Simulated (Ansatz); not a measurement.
# AlH2F (SMILES [H][Al]([H])[F]): methods side by side

AlH2F: 4 atoms, total charge 0, spin state singlet. As SMILES, `[H][Al]([H])[F]`. Geometry: a GFN2-xTB relaxation, a rough one for these elements and not checked as a minimum.

Each level gives the electronic atomisation energy (eV). The values are calculated. Electronic energies at fixed atoms, without zero-point motion or spin-orbit coupling.

```
         level                    kind  program  value (eV)  less FCI/STO-3G
     HF/STO-3G            Hartree–Fock   Ansatz       12.41            -1.11
    PBE/STO-3G                     GGA   Ansatz       16.17            +2.65
  B3LYP/STO-3G           global hybrid   Ansatz       15.88            +2.36
r2SCAN0/STO-3G         hybrid meta-GGA   Ansatz       15.51            +1.99
  wB97X/STO-3G  range-separated hybrid   Ansatz       15.59            +2.07
RPA@PBE/STO-3G                     RPA   Ansatz       12.89            -0.63
    MP2/STO-3G     perturbation theory   Ansatz       13.31            -0.21
CCSD(T)/STO-3G   coupled cluster or CI   Ansatz       13.50            -0.02
    FCI/STO-3G      exact in the basis   Ansatz       13.52             0.00
```

FCI/STO-3G is exact within its basis and frozen core, so for wave-function methods in that basis the difference is their error; functionals converge differently with the basis, so for them it is only a difference. The values span 12.41 to 16.17 eV. All rows use very small basis sets, so even the best lies far from the true value.
